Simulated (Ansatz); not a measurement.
**Worked example: correlation energy of H₂Ge–AsH₂, doublet**

Geometry: displaced at random from a stationary point.

```yaml
atoms:
  - { symbol: Ge, position_ang: [-0.0595, 0.0079, 1.2285] }
  - { symbol: As, position_ang: [0.0674, -0.0079, -1.1997] }
  - { symbol: H, position_ang: [0.7264, 1.3019, 1.7138] }
  - { symbol: H, position_ang: [0.6205, -1.2649, 1.7427] }
  - { symbol: H, position_ang: [-1.0584, -1.1042, -1.4267] }
  - { symbol: H, position_ang: [-1.0079, 1.0880, -1.3914] }
```

Basis cc-pVDZ; Ansatz 0.2.0. Correlated methods freeze the noble-gas cores and the filled d shells of p-block atoms, which leaves 13 electrons in 46 orbitals. Prefix R: restricted or restricted open-shell reference; prefix U: unrestricted. No spin–orbit coupling is included, and no scalar relativity.

Full CI isn't at hand for all of this; UCCSDT(Q) serves as the reference, and is uncertain by about the last step of the cluster series.

Runs differ by some tens of microhartree through their thresholds and, for an open shell, their frozen cores, so steps under 0.03 kcal/mol mean nothing.

```csv
level,total energy (hartree)
UHF,-4311.799996
UMP2,-4311.997241
UCCSD,-4312.039554
UCCSD(T),-4312.046284
UCCSDT,-4312.047460
UCCSDT(Q),-4312.047816
```

Task: What is the correlation energy at UCCSDT(Q), and what share of it do UMP2 and UCCSD(T) recover?

Result: E(corr) = -4312.047816 − (-4311.799996) = -0.247820 hartree = -6.744 eV. UMP2: -0.197245 / -0.247820 = 79.59 %. UCCSD(T): -0.246288 / -0.247820 = 99.38 %.

Task: By how many kcal/mol does UCCSD(T) miss UCCSDT(Q) (1 hartree = 627.509 kcal/mol), and which steps make up the rest?

Result: -4312.046284 − (-4312.047816) = 0.001532 hartree = 0.96 kcal/mol. Steps: UCCSDT − UCCSD(T) = -0.74, UCCSDT(Q) − UCCSDT = -0.22 kcal/mol. Differences between like states or geometries often cancel part of this.
